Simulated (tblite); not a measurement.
Species: C₂H₃Cl₂O (doublet state).
Bonds: O1–C2, C2–C3, C3–Cl4, C3–Cl5. Hydrogens: H6, H7 on C2; H8 on C3.

Structure optimised with GFN2-xTB, isolated species. This method treats the open shell by occupation alone, without spin polarisation.

Task: What internal coordinates does the optimisation give?

Result: 
```tsv
bond	length (pm)	order
O1–C2	129.4	single
C2–C3	155.0	single
C3–Cl4, C3–Cl5	177.7	single
C2–H6, C2–H7	112.2	single
C3–H8	109.2	single
```

Bonds in one row agree within 1 pm and their mean is given. Orders are formal, as drawn. A selection of angles:
```tsv
angle	degrees
O1–C2–C3	115.9
O1–C2–H6	111.8
C3–C2–H6	108.5
C3–C2–H7	108.1
H6–C2–H7	99.8
C2–C3–Cl4	110.1
C2–C3–H8	110.8
Cl4–C3–Cl5	109.6
Cl4–C3–H8	108.4
```

Torsions: O1–C2–C3–Cl4 128° (anticlinal). The mirror-image conformer, all signs reversed, is as good.

Point group: near Cs, missed by 0.25 Å at most; the miss may be what the optimiser left on a soft mode. Its GFN2-xTB frequencies are all real (lowest 22 cm⁻¹). 2 starts were optimised and ended at 0.00 and 3.04 kcal/mol (GFN2-xTB); the lowest of these is shown.

These are computed values.
